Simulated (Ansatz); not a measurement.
Worked example: the enthalpy of formation of C3H7N (azetidine)

C3H7N: 11 atoms, total charge 0, spin state singlet. SMILES: `C1CNC1`. Geometry: relaxed at PBE0-D4/def2-TZVP.

Total energies at r2SCAN/cc-pVDZ (Ansatz 0.2.0); the atoms run unrestricted:

```tsv
species	state	energy (Eh)
C3H7N	singlet	-173.137735
C	triplet	-37.826272
N	quartet	-54.567838
H	doublet	-0.499208
```

Harmonic wavenumbers at PBE0-D4/def2-TZVP, in cm⁻¹: 215, 651, 753, 835, 938, 953, 979, 1047, 1074, 1119, 1170, 1203, 1221, 1271, 1279, 1359, 1388, 1479, 1502, 1532, 3001, 3005, 3078, 3080, 3100, 3156, 3553.

Measured heats of formation of the gaseous atoms at 298.15 K, in kJ/mol: C 716.9, N 472.4, H 218.0. Take 1 Eh = 2625.50 kJ/mol, 1 cm⁻¹ = 0.0119627 kJ/mol, RT = 2.479 kJ/mol.

**Question.** What heat of formation follows?

**Answer.** 
1. Electronic atomisation energy: 3 × (-37.826272) + (-54.567838) + 7 × (-0.499208) − (-173.137735) = 1.596625 Eh = 4191.9 kJ/mol.
2. Zero-point energy: half the sum of the wavenumbers, 21970.5 cm⁻¹ = 262.8 kJ/mol.
3. Thermal vibrational enthalpy, Σ hcν̃/(exp(hcν̃/kT) − 1): 3.0 kJ/mol. Translation, rotation and pV of a non-linear molecule: 4 RT = 9.9 kJ/mol.
4. The 11 free atoms carry 5/2 RT each: 68.2 kJ/mol.
5. Spin-orbit coupling lowers the free atoms by 3 × 0.02 = 0.1 kJ/mol.
6. Atomisation enthalpy at 298 K: 4191.9 − 0.1 − 262.8 − 3.0 − 9.9 + 68.2 = 3984.3 kJ/mol.
7. Sum of the atoms' heats of formation: 4149.1 kJ/mol. Heat of formation: 4149.1 − 3984.3 = +164.8 kJ/mol.

No measured value is set beside it here. Anharmonicity and any spin-orbit splitting of the molecule are left out.
